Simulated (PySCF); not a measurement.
Gas-phase reaction: 3 SiO + O₃ ⇌ 3 SiO₂

Computed with PySCF and rigid-rotor harmonic-oscillator thermochemistry at 1 bar. Table values come from the NASA 1993 polynomials. After a fit of one offset per element over all species, the range-separated, M06-2X, PBE0/def2-QZVP and CCSD(T)/def2-TZVPP enthalpies, where run, lie to one side of the table for O₃ (+19 kJ/mol), SiO₂ (+35 kJ/mol): a fault of the table's entry, another state or a shared error of the levels is possible; this was not checked at source. † marks an energy on the PBE0/def2-TZVP geometry and frequencies; other levels use their own. All species are closed-shell singlets. For this reaction the table lies outside the span of B3LYP, CCSD(T), M06-2X, MP2, PBE0, r2SCAN, ωB97M-V, ωB97X-V in their largest bases here; which side is off was not settled. Strong static correlation: O₃. The table's entry may be an old estimate for SiO, SiO₂ (not checked at source).

PBE0/def2-TZVP gives ΔH°(298 K) = -688.2 kJ.

Problem. What does LDA/def2-TZVP† give, and where does the table lie?

Solution. LDA/def2-TZVP†: -676.9 kJ. Table: -756.9 kJ.
